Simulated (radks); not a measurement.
# Al³⁺ in [He] 2s2 2p5 3p1: an all-electron calculation

An exercise on one series of results from a longer session: the logs are not shown, and one member is left open.

Method: Dirac Kohn-Sham, OLYP, spin-unpolarised, spherical densities, point nucleus; open shells fill j = l - 1/2 first. Code: radks (a radial shooting solver on a logarithmic mesh, Libxc functionals) version 1.

## Starting point

- element: aluminium (Z = 13)
- charge: +3
- electrons: 10
- configuration: [He] 2s2 2p5 3p1

The first run:

The run's settings:

```text
Z 13
configuration [He] 2s2 2p5 3p1
relativity Dirac
functional optx,lyp
spin unpolarised
j_filling energy
nucleus point
c 137.035999084
```

Among the steps run: Self-consistent calculation.

One table of the session follows, with a row left open; its other results are not shown here.

It belongs to the step «Radial structure». Sizes of the orbitals, from the radial functions (bohr):

```
level     <r>  outermost maximum (interpolated)  90 % within
1s1/2  0.1201                            0.0784        0.215
2s1/2  0.6037                             0.488        0.947
2p1/2  0.5666                             0.417        0.945
2p3/2       ?                                 ?            ?
3p1/2   2.124                              1.87         3.19
3p3/2   2.128                              1.87         3.20
```

Q: Estimate the row for 2p3/2 from the others.

As computed: <r>: 0.5684; outermost maximum (interpolated): 0.418; 90 % within: 0.948. In the column «<r>» it lies between 2p1/2 (0.5666) and 2s1/2 (0.6037).
